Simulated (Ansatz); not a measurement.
C₂H₇Si (`CC[SiH2]`) radical at its PBE0-D4/def2-TZVP geometry, where that method's forces vanish. The species carries charge 0 and has multiplicity 2.

```json
{"atom": "C1", "x (Å)": "1.062", "y (Å)": "0.000", "z (Å)": "0.468"}
{"atom": "C2", "x (Å)": "-0.150", "y (Å)": "-0.744", "z (Å)": "-0.092"}
{"atom": "Si3", "x (Å)": "-1.525", "y (Å)": "0.409", "z (Å)": "-0.659"}
{"atom": "H4", "x (Å)": "1.842", "y (Å)": "-0.698", "z (Å)": "0.788"}
{"atom": "H5", "x (Å)": "0.791", "y (Å)": "0.612", "z (Å)": "1.332"}
{"atom": "H6", "x (Å)": "1.502", "y (Å)": "0.666", "z (Å)": "-0.279"}
{"atom": "H7", "x (Å)": "-0.562", "y (Å)": "-1.424", "z (Å)": "0.660"}
{"atom": "H8", "x (Å)": "0.143", "y (Å)": "-1.370", "z (Å)": "-0.940"}
{"atom": "H9", "x (Å)": "-1.061", "y (Å)": "1.313", "z (Å)": "-1.751"}
{"atom": "H10", "x (Å)": "-2.042", "y (Å)": "1.236", "z (Å)": "0.471"}
```

Question: For each bond, give half the difference of the two atoms' forces along it (eV/Å; positive pushes the atoms apart) under PBE-D4, r2SCAN-D4, B3LYP-D4, ωB97M-V in def2-TZVPP. (Estimate.)

Answer: Ansatz gave: 
```tsv
bond	length (Å)	PBE-D4	r2SCAN-D4	B3LYP-D4	ωB97M-V
C1–C2	1.529	0.02	0.16	0.22	0.22
C1–H4	1.094	0.12	-0.04	-0.08	-0.10
C1–H5	1.093	0.10	-0.04	-0.07	-0.08
C1–H6	1.093	0.10	-0.04	-0.07	-0.08
C2–Si3	1.882	0.03	0.00	0.10	0.03
C2–H7	1.095	0.10	-0.03	-0.09	-0.09
C2–H8	1.095	0.10	-0.03	-0.09	-0.09
Si3–H9	1.492	0.10	-0.03	-0.07	-0.11
Si3–H10	1.492	0.10	-0.03	-0.07	-0.11
```

B3LYP here is the variant with VWN-RPA as its local correlation; programs differ in this.
